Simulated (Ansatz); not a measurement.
# Structure relaxation of RbOs2

Method: Ansatz 0.2.0, DFT PBE, scalar-relativistic, plane waves, PAW. Cutoff 420 eV, Γ-centred k mesh, Gaussian smearing, no spin polarisation in the final step.

RbOs2 was placed on the CaC2 structure type (I4/mmm, No. 139), with Rb in place of Ca, Os in place of C, at a guessed volume.

```yaml
crystal:
  lattice:
    - [-2.21470, 2.21470, 3.63234]
    - [2.21470, -2.21470, 3.63234]
    - [2.21470, 2.21470, -3.63234]
  atoms:
    - { symbol: Rb, position: [0.00000, 0.00000, 0.00000] }
    - { symbol: Os, position: [0.59300, 0.59300, 0.00000] }
    - { symbol: Os, position: [0.40700, 0.40700, 0.00000] }
```

Cell and atoms relax at zero pressure; the relaxation can't lower the symmetry of the start. After a coarse first stage the cell is made exact in the group found at 0.06 Å.

Energies over the elements count from the elements' standard structures at the same level, with no empirical corrections.

(1) Describe the relaxed structure.

(2) What are its volume, energy, density and gap?

Results:

(1) It keeps I4/mmm (No. 139). The result has the CaC2 structure. Conventional cell: a = 4.334 Å, c = 7.961 Å. Around Rb lie 2 Os at 2.88 Å and 8 Os at 3.26 Å; around Os lie 1 Os at 2.20 Å.

```xyz
3
Lattice="-2.1671 2.1671 3.9807 2.1671 -2.1671 3.9807 2.1671 2.1671 -3.9807" Properties=species:S:1:pos:R:3 pbc="T T T"
Rb    0.0000    0.0000    0.0000
Os    0.0000    0.0000    5.0788
Os    0.0000    0.0000    2.8826
```

(2) The volume per atom is 24.93 Å³ and the density is 10.35 g/cm³. The energy over the elements is 2.71 eV/atom and the gap on the 16×16×16 mesh is 0 eV (a metal).

The final run used a 16×16×16 mesh on its 3-atom cell and 0.10 eV smearing. The k mesh leaves about 4 meV/atom of noise in metals. Spin–orbit coupling is left out. A structure relaxed within its symmetry needn't be a true minimum. The steps took of the order of 6 core-minutes in all.